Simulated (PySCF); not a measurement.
Molecule: SMILES FCF, CH₂F₂.

Structure with atom numbers: `[F:1][CH2:2][F:3]`. Hydrogens are named by the atom that carries them.

Geometry PBE0-D3(BJ)/def2-SVP throughout; GIAO in PySCF, gas phase, one conformer, non-relativistic; equivalent atoms averaged; functional PBE0.

Task: How do the absolute shieldings σ depend on the basis set? (ppm; last column core-seconds on shared hosts with different chips, so compare them loosely)

Result: 
```csv
basis set,functions,F1/F3,C2,H(C2),core-s
STO-3G,17,431.6,153.9,29.53,0.73
6-31G,31,337.3,92.7,26.67,1.5
pcSseg-0,31,344.1,73.9,26.47,1.3
6-31G*,46,344.4,88.7,26.24,1.8
def2-SVP,52,347.0,88.4,26.05,1.9
cc-pVDZ,52,341.8,91.4,25.86,1.9
pcSseg-1,61,328.5,73.1,25.58,2.9
aug-cc-pVDZ,87,342.3,89.5,25.60,2.8
"6-311+G(2d,p)",93,333.2,77.0,25.87,3.2
def2-TZVP,105,332.4,75.0,25.90,3.7
cc-pVTZ,118,332.7,76.0,25.76,3.8
IGLO-III,125,331.6,70.5,25.65,3.8
pcSseg-2,136,331.5,69.7,25.63,7.6
pcSseg-3,282,331.5,69.2,25.52,16
```

Task: Which nucleus moves most, in ppm?

Result: F1/F3 (fluorine of a CF2 group): from 328.5 ppm with pcSseg-1 to 431.6 ppm with STO-3G. The smallest spread is 4.02 ppm, at H(C2). Proton shifts span only some 12 ppm, so a few tenths of a ppm matter as much there as several ppm in carbon.

Task: Taking the largest basis, pcSseg-3 (282 functions), as the yardstick, rank the others by their worst heavy-atom deviation.

Result: pcSseg-2 0.5 ppm (136 functions), IGLO-III 1.3 ppm (125 functions), pcSseg-1 3.9 ppm (61 functions), def2-TZVP 5.7 ppm (105 functions), cc-pVTZ 6.8 ppm (118 functions), 6-311+G(2d,p) 7.8 ppm (93 functions), pcSseg-0 12.6 ppm (31 functions), def2-SVP 19.2 ppm (52 functions), 6-31G* 19.5 ppm (46 functions), aug-cc-pVDZ 20.3 ppm (87 functions), cc-pVDZ 22.2 ppm (52 functions), 6-31G 23.5 ppm (31 functions), STO-3G 100.1 ppm (17 functions).

A small basis that lands close on one nucleus may do so by chance; judge by the trend and by all nuclei.
